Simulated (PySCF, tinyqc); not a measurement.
A ladder of methods, and size consistency: correlation methods against full CI in the sto-3g basis, for BH, spin multiplicity 1. Computed by the program tinyqc with PySCF. 

Geometry (angstrom):
```
atom       x       y       z
B     0.0000  0.0000  0.0000
H     0.0000  0.0000  1.5000
```

RHF energy of one = -24.721685 hartree

All electrons correlated; +Q is the Davidson correction (1 - c0^2) E_corr. The last columns treat two copies 100 angstrom apart as one system. FCI is the lowest singlet.

Correlation energies (hartree):
```
method   E_corr of one  share of FCI (%)  E_corr of two at 100 angstrom  two minus twice one (mhartree)
MP2          -0.036271           52.6371                      -0.072543                          0.0000
CISD         -0.066018           95.8054                      -0.122381                          9.6551
CISD+Q       -0.071669          104.0063                      -0.138977                          4.3614
CCSD         -0.068750           99.7694                      -0.137499                          0.0000
CCSD(T)      -0.068805           99.8496                      -0.137610                          0.0000
FCI          -0.068909          100.0000                              -                               -
```

MP2 recovers 53 %, CISD 95.8 % and CCSD 99.8 % of the FCI value (c0^2 = 0.914 in CISD). MP2 and coupled cluster are size consistent, so their last column vanishes; CISD loses 9.66 mhartree, since a double excitation on each copy is a quadruple of the pair, and the Davidson correction leaves +4.36. The restricted reference is unstable here: a spin-polarised solution lies 0.0068 hartree lower (PySCF), so results built on it describe a poor reference.
